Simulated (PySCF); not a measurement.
PySCF run on NaMg⁻

File input.py (PySCF 2.14):

```python
from pyscf import gto, dft

mol = gto.M(
    atom='Na 0 0 0; Mg 0 0 3.03',
    basis='cc-pvdz',
    charge=-1,
    spin=0,
    symmetry=True,
    verbose=4,
)
mf = dft.RKS(mol, xc='wb97')
mf.kernel()
g = mf.nuc_grad_method()
g.grid_response = True
g.kernel()
mf.dip_moment()
print('orbital energies (hartree):', mf.mo_energy[..., max(0, mol.nelec[1]-3):mol.nelec[0]+3].round(4))
```

```bash
$ OMP_NUM_THREADS=1 python input.py
```

The log (some set-up lines and the per-cycle HOMO/LUMO lines with their warnings removed):

```
PySCF version 2.14.0

[INPUT] Symbol           X                Y                Z      unit          X                Y                Z       unit  Magmom
[INPUT]  1 Na     0.000000000000   0.000000000000   0.000000000000 AA    0.000000000000   0.000000000000   0.000000000000 Bohr   0.0
[INPUT]  2 Mg     0.000000000000   0.000000000000   3.030000000000 AA    0.000000000000   0.000000000000   5.725870157432 Bohr   0.0

nuclear repulsion = 23.0532646341386
point group symmetry = Coov
symmetry origin: [0.         0.         2.98741052]
symmetry axis x: [1. 0. 0.]
symmetry axis y: [0. 1. 0.]
symmetry axis z: [0. 0. 1.]
num. orbitals of irrep A1 = 16
num. orbitals of irrep E1x = 8
num. orbitals of irrep E1y = 8
num. orbitals of irrep E2x = 2
num. orbitals of irrep E2y = 2
number of shells = 10
number of NR pGTOs = 82
number of NR cGTOs = 36
basis = cc-pvdz
ecp = {}

******** <class 'pyscf.dft.rks_symm.SymAdaptedRKS'> ********
method = SymAdaptedRKS
initial guess = minao
damping factor = 0
level_shift factor = 0
DIIS = <class 'pyscf.scf.diis.CDIIS'>
SCF conv_tol = 1e-09
SCF max_cycles = 50
XC functionals = wb97
    J.-D. Chai and M. Head-Gordon.,  J. Chem. Phys. 128, 084106 (2008)

grids dens level: 3
Freeze 0 electrons in irreps []
    24 free electrons in irreps A1 E1x E1y E2x E2y
Initial guess from minao.
tot grids = 36680
init E= -362.339927353251
cycle= 1 E= -362.31415860761  delta_E= 0.0258  |g|= 0.0684  |ddm|= 1.12
cycle= 2 E= -362.323599183687  delta_E= -0.00944  |g|= 0.0224  |ddm|= 0.591
cycle= 3 E= -362.324630871804  delta_E= -0.00103  |g|= 0.0088  |ddm|= 0.162
cycle= 4 E= -362.324874679334  delta_E= -0.000244  |g|= 0.00264  |ddm|= 0.126
cycle= 5 E= -362.324906609277  delta_E= -3.19e-05  |g|= 0.000765  |ddm|= 0.0855
cycle= 6 E= -362.324909827934  delta_E= -3.22e-06  |g|= 0.00016  |ddm|= 0.0343
cycle= 7 E= -362.32490994919  delta_E= -1.21e-07  |g|= 3.26e-05  |ddm|= 0.0071
cycle= 8 E= -362.32490995363  delta_E= -4.44e-09  |g|= 4.69e-06  |ddm|= 0.00121
cycle= 9 E= -362.324909953711  delta_E= -8.11e-11  |g|= 7.93e-07  |ddm|= 9.54e-05
Extra cycle  E= -362.324909953713  delta_E= -1.31e-12  |g|= 3.31e-07  |ddm|= 5.92e-06
converged SCF energy = -362.324909953713

******** <class 'pyscf.grad.rks.Gradients'> for <class 'pyscf.dft.rks_symm.SymAdaptedRKS'> ********
unit = Eh/Bohr
grid_response = True
--------------- SymAdaptedRKS gradients ---------------
         x                y                z
0 Na     0.0000000000     0.0000000000     0.0126783046
1 Mg     0.0000000000     0.0000000000    -0.0126783046
----------------------------------------------

WARN: System has nonzero charge -1; the dipole moment is origin-dependent.
Location of origin: [0. 0. 0.]

Dipole moment(X, Y, Z, Debye):  0.00000,  0.00000, -4.38527
orbital energies (hartree): [-1.0676 -0.1474 -0.0165  0.1276  0.1276  0.1372]
```

In short: E(SCF) = -362.324910 Eh, 9 cycles, gradient on the second atom -0.0127 Eh/bohr.

Hardware: Arm Neoverse V2, 1 thread, shared host. Wall time 3 s, peak memory 0.23 GiB.

The basis has no diffuse functions, which an anion needs. Stability towards an unrestricted solution was not tested. The bond length is a typed value, not an optimised one. The dipole of an ion depends on the origin.
